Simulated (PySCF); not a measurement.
SiH4, SMILES [SiH4].

Geometry: ωB97X-D3(BJ)/def2-TZVPD. The isomer is the one that the SMILES or the coordinates give; other isomers of the formula were not compared.

The numbers are results of CAM-B3LYP/def2-TZVPD (PySCF), not measurements.

Symmetry labels are those of the subgroup D2 that the program uses (full group Td).

Question: List the valence orbital energies around the gap with their symmetry. (An estimate is asked for; the answer gives what the named calculation found.)

Answer: 
```json
[
 {"orbital": "HOMO−7", "symmetry": "A", "energy (eV)": "-145.47"},
 {"orbital": "HOMO−6", "symmetry": "B1", "energy (eV)": "-100.78"},
 {"orbital": "HOMO−5", "symmetry": "B2", "energy (eV)": "-100.78"},
 {"orbital": "HOMO−4", "symmetry": "B3", "energy (eV)": "-100.78"},
 {"orbital": "HOMO−3", "symmetry": "A", "energy (eV)": "-17.02"},
 {"orbital": "HOMO−2", "symmetry": "B2", "energy (eV)": "-11.31"},
 {"orbital": "HOMO−1", "symmetry": "B3", "energy (eV)": "-11.31"},
 {"orbital": "HOMO", "symmetry": "B1", "energy (eV)": "-11.31"},
 {"orbital": "LUMO", "symmetry": "A", "energy (eV)": "0.94"},
 {"orbital": "LUMO+1", "symmetry": "B1", "energy (eV)": "1.76"},
 {"orbital": "LUMO+2", "symmetry": "B2", "energy (eV)": "1.76"},
 {"orbital": "LUMO+3", "symmetry": "B3", "energy (eV)": "1.76"}
]
```
